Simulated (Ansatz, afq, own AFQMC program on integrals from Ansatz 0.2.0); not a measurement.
Integrals from Ansatz 0.2.0, then the random walk in our own AFQMC program (afq).

```yaml
crystal:
  periodic: [false, false, false]
  atoms:
    - {symbol: N, position_ang: [0.000000, -0.077361, 0.952980]}
    - {symbol: O, position_ang: [0.000000, 0.131551, -0.751727]}
    - {symbol: H, position_ang: [0.000000, -1.013112, -1.310516]}
basis:
  gaussian: {orbitals: cc-pVDZ}
magnetization: {spin_polarized: false, initial_magnetization: 2}
correlation: {method: ccsd_t, electrons: outside_noble_gas, hamiltonian_folder: ham}
```

```sh
$ ansatz run in.yaml --threads 1 --pin off --events-out ev --progress --plain --max-ram 1382MiB
```

Options of the walk:

```
--method phaseless --trial cisd --walkers 60 --populations 1 --least-time 40 --time-step 0.005 --steps-per-block 50 --equilibration-blocks 40 --max-blocks 300 --target-error 0.00084 --factor-cut 1e-05 --start spin_pure --seed 6401 --release-times 0.24,0.51,0.99,1.62,2.4 --release-step 0.03 --release-every 4 --taylor-order 6
```

Times are imaginary, in 1/Eh. The walk had a cap of 820 s.

```
orbitals 31  electrons 7 5  factors 216 of 314
reference energy -129.68084573 Eh
CCSD correlation -0.35231126 Eh in 15 cycles, weight of the determinant in the CISD state 0.8410
energy of the start -130.033156 Eh
 block  time / (1/Eh)  mean weight  energy / Eh
     1     0.250  0.9999  -130.028410
     2     0.500  0.9975  -130.031043
     3     0.750  1.0006  -130.033469
     4     1.000  1.0002  -130.040112
     5     1.250  0.9990  -130.041706
    10     2.500  0.9995  -130.043249
    49    12.250  0.9990  -130.048253
    89    22.250  0.9990  -130.048803
   129    32.250  0.9995  -130.037736
   169    42.250  0.9967  -130.029462
   177    44.250  1.0041  -130.073382
   209    52.250  0.9985  -130.034520
   249    62.250  1.0003  -130.053852
   289    72.250  0.9994  -130.043937
   329    82.250  1.0013  -130.037109
   337    84.250  0.9948  -130.047625
blocks merged  error / Eh  count
     1  0.000765  300
     2  0.000839  150
     4  0.000848  75
     8  0.000894  37
    16  0.001079  18
    32  0.001283  9
released: time / (1/Eh)  energy / Eh  error  mean overlap
  0.24  -130.046573  0.001152  1.0023
  0.51  -130.046291  0.000877  1.0122
  0.99  -130.048779  0.001184  1.0319
  1.62  -130.049165  0.001337  1.0278
  2.40  -130.047390  0.002216  1.0734
energy -130.047625 +/- 0.001079 Eh
(rows thinned)
```

Estimate how long the walk took on 1 thread of Arm Neoverse V2, on a shared host.

4.4 min of wall time.

The run passed its tests (sampling time, drift between the halves within three errors, error under three times the target), which doesn't prove that it has relaxed.

Against this walk (error 29.4 meV) on the same determinant: CCSD(T) 42.3 meV higher (within the noise), CCSDT(Q) 56.4 meV lower (within the noise). The error is statistical and leaves out the bias of the constraint. None of these is a sure reference here. Released to 1.62 1/Eh the energy moves by -42 ± 47 meV (both errors), within twice the noise.

Cautions: constraint bias not in the error; error above the target (29.4 against 22.9 meV); lower spins were not checked; higher spins were not checked; a spin-contaminated unrestricted determinant lies lower (UHF 925 meV lower, ⟨S²⟩ 2.58).

CCSDT and higher add their correlation energy to the determinant of the CCSD(T) run, since their own runs factorise the integrals more tightly (a shift of under 2 meV). A walk keeps the symmetry of its determinant, which the program's search chose and which needn't be the lowest solution, so a lower state of the same spin and another symmetry isn't excluded.
